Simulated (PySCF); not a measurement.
C₄H₁₂P (charge +1).
SMILES: `C[P+](C)(C)C`

Level of theory: PBE0-D3(BJ)/def2-SVP geometry optimisation, gas phase in PySCF.

Masses are those of the commonest isotopes; rigid-rotor values at the optimised geometry. 

**Question.** Give the principal moments of inertia and the rotational constants in MHz.

**Answer.** Ia = 150.04, Ib = 150.10, Ic = 150.13 u·Å²; 505379 MHz·u·Å²/I gives A = 3368, B = 3367, C = 3366 MHz.

**Question.** Classify the top.

**Answer.** A spherical top, as the point group Td requires three equal moments; the computed ones differ by 0.06 % because the geometry is symmetric only within the optimiser's tolerance.

The point group Td allows no dipole (computed: 0.00 D (about the centre of mass, as the species is charged)), so a rigid rotor has no electric-dipole lines.

Not checked by PBE0-D3(BJ)/def2-SVP frequencies. These are rigid-rotor constants of the computed structure; measured ground-state constants (B0) also hold zero-point vibration.

Time: 17 s wall; peak memory 0.61 GiB. Hardware: one thread, Intel Xeon Platinum 8375C at 2.90 GHz (x86_64), shared host with 96 logical CPUs at a one-minute load of 22. These figures are those of the optimisation.
